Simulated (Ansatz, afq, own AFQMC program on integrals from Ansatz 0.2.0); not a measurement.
**CH$_{3}$Br, triplet in cc-pVTZ, levels against AFQMC with the constraint released**

```xyz
5

Br   -0.4952    0.0000    0.0000
H     1.2078    0.0000    0.0000
C     2.6748    0.0000    0.0000
H     3.0892    0.0000    0.9962
H     3.0892    0.0000   -0.9962
```

Connectivity, by distances: BrH ··· CH2.

Basis cc-pVTZ. Noble-gas cores (and the filled d shells of Ga–Kr and In–Xe) are frozen. Integrals, coupled cluster, full CI and functionals: Ansatz 0.2.0; the random walks run on the same integrals in our own AFQMC program. ph-AFQMC/CISD is guided by a CISD state made of CCSD amplitudes; releasing the constraint for a short imaginary time cuts its bias at the price of noise, slowly where states lie close. ± is one standard error of the sampling. No spin–orbit coupling.

Determinant: UHF, the one that the program's search chose, which needn't be the lowest solution. The geometry is a point of a scan.

No full CI on the walks' own integrals is used here. The released AFQMC energy serves as the reference, which it does only where one determinant dominates, the energy is flat over the last release times and near the phaseless one (40 meV or 2 meV an electron, half that with transition metals). On small molecules, where full CI could be run and the noise was under 10 meV, such values lay within 10 meV of it in 19 cases of 20, a flattering rate, since the rule was set on those same cases; what remains of the bias isn't in the error bar.

Cautions: no relativity below Rb; no spin-orbit coupling; inner d shell frozen; lower spins were not checked; unrestricted determinant slightly spin contaminated (⟨S²⟩ 2.08 against 2.00); the released value is read at 2.40 1/Eh with a noise of 11 meV, more than in the cases checked (meV from the phaseless value at times in 1/Eh: -9 ± 4 at 0.24, -16 ± 4 at 0.51, -15 ± 6 at 0.99, -22 ± 6 at 1.62, -35 ± 11 at 2.40).

The T1 diagnostic is 0.0172 and the weight of the determinant in the CISD state is 0.862. The ⟨S²⟩ of the determinant is 2.081 and the size of the correlated space is 14 electrons in 100 orbitals.

```csv
level,correlation energy (eV)
MP2,-8.2351
CCSD,-9.3337
CCSD(T),-9.6624
```

Estimate where phaseless AFQMC with a CISD trial lies against CCSD(T) on the same integrals.

3.2 ± 0.6 kJ/mol below CCSD(T).

Reference: AFQMC with the constraint released, correlation energy -9.731 ± 0.011 eV.

```json
{"level": "CCSD(T)", "E − E(reference) (kJ/mol)": "6.6 ± 1.1", "share of correlation (%)": "99.29"}
{"level": "ph-AFQMC/CISD", "E − E(reference) (kJ/mol)": "3.4 ± 1.2", "share of correlation (%)": "99.64"}
```

A walk keeps the symmetry of its determinant, which the program's search chose and which needn't be the lowest solution, so a lower state of the same spin and another symmetry isn't excluded. Released energies are given only where the last usable release times agree within the noise; a slower fall can still hide under it.
